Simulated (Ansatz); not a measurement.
Input for Ansatz (development build ahead of 0.2.0):

```yaml
crystal:
  periodic: [false, false, false]
  atoms:
    - { symbol: H, position_ang: [0.0, 0.0, 0.52728] }
    - { symbol: F, position_ang: [0.0, 0.0, -0.52728] }
basis:
  gaussian: { orbitals: STO-3G }
magnetization:
  spin_polarized: true
hamiltonian:
  xc: hf
correlation:
  method: ccsd_t
  frozen_orbitals: { F: 1, H: 0 }
```

The input is written out in the form of the current development build from the run's settings.

Output:

```json
{"Converged": "yes", "Reference energy": "-98.56231 hartree", "CCSD correlation energy": "-0.03805 hartree", "Triples correction": "0.00000 hartree", "Total energy": "-98.60036 hartree", "Spin squared of the determinant": "0.000"}
```
